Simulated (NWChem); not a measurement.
CHO cation

```xyz
3

C      0.0000     0.0000    -0.5086
O      0.0000     0.0000     0.5958
H      0.0000     0.0000    -1.6198
```
Atoms are numbered in this order, from 1.

Structure relaxed at the PBE0/def2-SVP level.

### Question
Give the principal values of the shielding tensors (ppm) of C1, O2 from BHandHLYP/pcSseg-1, GIAO (NWChem), with their diamagnetic and paramagnetic parts as GIAO splits them.

### Answer
```csv
atom,σ11,σ22,σ33,isotropic,diamagnetic,paramagnetic
C1,-77.7,-77.7,271.0,38.5,259.2,-220.7
O2,-279.0,-279.0,406.9,-50.4,392.9,-443.3
```
